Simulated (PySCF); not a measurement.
Species: phosphorus pentafluoride, PF₅.
Atom-mapped SMILES: `[F:1][P:2]([F:3])([F:4])([F:5])[F:6]`

Cartesian coordinates in Å at the PBE0-D3(BJ)/def2-SVP level; atoms count from 1:
```
atom  x, y, z in Å
F1     1.5621    0.2218   -0.2081
P2    -0.0008    0.0166    0.0200
F3    -0.2284    1.5609   -0.1246
F4     0.2881   -0.5995    1.4332
F5    -0.0613   -0.9000   -1.2514
F6    -1.5630   -0.1951    0.2480
```

The calculation used core-valence-separated Tamm–Dancoff BHandHLYP/aug-pcX-1 (def2-SVPD on P) in PySCF, non-relativistic, gas phase, PBE0-D3(BJ)/def2-SVP geometry. Absolute energies from this functional tend to lie a few eV below measured edges; no shift was applied.

The lowest roots of each edge with f over 0.003 (five at most, numbered afresh; weaker and dark ones are left out), with transition dipoles (au) in the frame of the coordinates:

```
root  edge  E (eV)       f       μx       μy       μz
   1     F  685.23  0.0415   0.0487   0.0065  -0.0072
   2     F  685.49  0.0297   0.0078  -0.0162   0.0380
   3     F  685.49  0.0301   0.0017   0.0240   0.0348
   4     F  685.52  0.0298  -0.0061   0.0415  -0.0040
   5     F  687.97  0.0249   0.0027  -0.0357  -0.0141
```

Problem. Molecules are fixed in this frame and the field points along z. What effective strengths 3 f cos²θ do the roots have (θ between field and μ)?

Solution. root 1 (F1/F6): 0.003, root 2 (F3/F4/F5): 0.073, root 3 (F3/F4/F5): 0.061, root 4 (F3/F4/F5): 0.001, root 5 (F3/F4/F5): 0.010. Root 2 is the strongest. Averaged over all orientations cos²θ is 1/3, which gives f back. For degenerate partners only the sum has meaning, as the program may mix them freely.

